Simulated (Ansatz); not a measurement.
Relaxation of AlH3 (4 atoms, charge 0, multiplicity 1), to a largest force component of 0.02 eV/Å in at most 40 steps.

All numbers below come from Ansatz 0.2.0, RKS B3LYP-D4/def2-SVP.

```xyz
4
Properties=species:S:1:pos:R:3
Al 0.000 0.000 0.000
H 0.000 0.000 1.560
H 1.351 0.000 -0.780
H -1.351 0.000 -0.780
```

**Question.** Where does it end, and by what steps?

**Answer.** It converged. After 2 steps the energy has fallen by 0.015 eV; H2 moved furthest, 0.03 Å.

```
step  energy less start (eV)  largest force component (eV/Å)  accepted
   0                  0.0000                           0.379       yes
   1                 -0.0141                           0.066       yes
   2                 -0.0146                           0.000       yes
```

```xyz
4
Properties=species:S:1:pos:R:3
Al 0.000 0.000 0.000
H 0.000 0.000 1.586
H 1.374 0.000 -0.793
H -1.374 0.000 -0.793
```

Run time: 1.6 s on 1 thread of Arm Neoverse V2, with other jobs on the host, peak memory 0.081 GiB.
